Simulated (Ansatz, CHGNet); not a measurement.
For chalcopyrite AgInTe₂, the machine-learned potential CHGNet 0.3.0 (trained on PBE and PBE+U data) gives:

```
Quantity                       Result
---------------------  --------------
lattice constant a            6.491 Å
c axis length                13.393 Å
enthalpy of formation  -0.439 eV/atom
```

Problem. What does LDA (PAW; Ansatz, a program for electronic structure) give for the same quantities?

Solution. 
- lattice constant a: 6.354 Å (drops by 2.1 %)
- lattice parameter c: 12.634 Å (drops by 5.7 %)
- formation enthalpy: -0.205 eV/atom (moves by +0.234 eV/atom)

Changes are worked out from the printed values.

Unless a cell is named, each level is at its own relaxed cell (CHGNet 0.3.0 35.26, LDA 31.88 Å³/atom).

Levels without +SOC leave out spin–orbit coupling, which shifts energies and cells of such heavy elements.

Caveats: the energies of CHGNet 0.3.0 can hold anion corrections fitted to measured formation enthalpies (CHGNet 0.3.0); the gap of the solid is closed in this run (LDA). Ansatz's density-functional and Hartree–Fock values are scalar-relativistic unless marked +SOC, with PAW data made under PBE.
